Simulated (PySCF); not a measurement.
**A thermochemical cycle for OF**

CCSD(T) in PySCF with def2-SVP on every atom, for the lowest determinant that a PBE0 search found; no spin–orbit coupling. OF, a doublet (π ↑), has De = 1.77 eV to neutral atoms, and OF⁺, a triplet (π ↑↑), has De = 2.39 eV to O⁺ + F.

The adiabatic ionisation energy of OF, between the minima, is 12.36 eV.

Problem. Which ionisation energy of the O atom does this level give?

Solution. IE(O) = IE(molecule) + De(ion) − De(neutral) = 12.36 + 2.39 − 1.77 = 12.98 eV; the measured value is 13.618 eV (NIST ASD).

Correlated steps freeze 2 core orbitals. Correlated levels converge slowly with the basis: in double zeta they bind strong bonds too weakly, by up to about 1 eV, and carry superposition errors of some tenths. For an ion De counts to the pair picked by the measured ionisation energies or electron affinities, which need not be the lowest pair at this level. The CCSD T1 diagnostic is raised in OF⁺, a sign that a single reference may not be enough there. States were picked by a PBE0 search and need not be the measured ground states.
